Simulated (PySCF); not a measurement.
2-chloroethyl methyl ether, C₃H₇ClO.
SMILES: `COCCCl`

Torsions of this conformer, `[CH3:1][O:2][CH2:3][CH2:4][Cl:5]`: C1–O2–C3–C4 180°, O2–C3–C4–Cl5 -179°.

The closed-shell ground state was solved at several levels (PySCF, density fitting, gas phase, non-relativistic). One conformer (not necessarily the lowest) at the PBE0-D3(BJ)/def2-SVP geometry, without solvent, vibrations or thermal averaging.

| level | basis functions | total energy (Eh) | HOMO (eV) | LUMO (eV) | gap (eV) | dipole (D) |
| --- | --- | --- | --- | --- | --- | --- |
| PBE0/pcSseg-1 | 127 | -653.5193 | -7.74 | 0.87 | 8.61 | 2.02 |
| PBE0/def2-SVPD | 166 | -653.2963 | -7.85 | 0.45 | 8.30 | 1.93 |

(1) What might PBE/pcSseg-2 (285 basis functions) give for the same quantities?

(2) Over all these levels, which gives the widest orbital gap and which the narrowest?

(3) How far do the dipole and the HOMO energy spread over the levels?

## Answers

(1) Total energy -653.6092 Eh, HOMO -6.22 eV, LUMO -0.50 eV, gap 5.72 eV, dipole 1.82 D.

(2) PBE0/pcSseg-1 (global hybrid, 25 % exact exchange) has the widest, 8.61 eV, and PBE/pcSseg-2 (GGA) the narrowest, 5.72 eV. Functional and basis both differ between the two, so the spread mixes both effects.

(3) The dipole runs from 1.82 to 2.02 D (mean 1.92 D) and the HOMO from -7.85 to -6.22 eV.
